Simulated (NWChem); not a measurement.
A series in which one site is exchanged, each optimised at PBE0/def2-SVP with NWChem, gas phase unless a solvent is named. 

A: C[O][GeH3] (CH₆GeO; site = Ge)
B: C[O][TiH3] (CH6OTi; site = Ti)
C: COC (C₂H₆O; site = C)

```tsv
quantity	A	B	C
dipole (D), PBE0/def2-SVP	___	2.63	1.25
orbital gap (eV), PBE0/def2-SVP	___	6.18	9.22
lowest singlet excitation, PBE/def2-SVPD, TDA (eV)	___	3.42	6.07
```

**Question.** Fill in the missing entries.

**Answer.** 
- dipole (D), PBE0/def2-SVP, A: 1.20
- orbital gap (eV), PBE0/def2-SVP, A: 8.20
- lowest singlet excitation, PBE/def2-SVPD, TDA (eV), A: 5.63
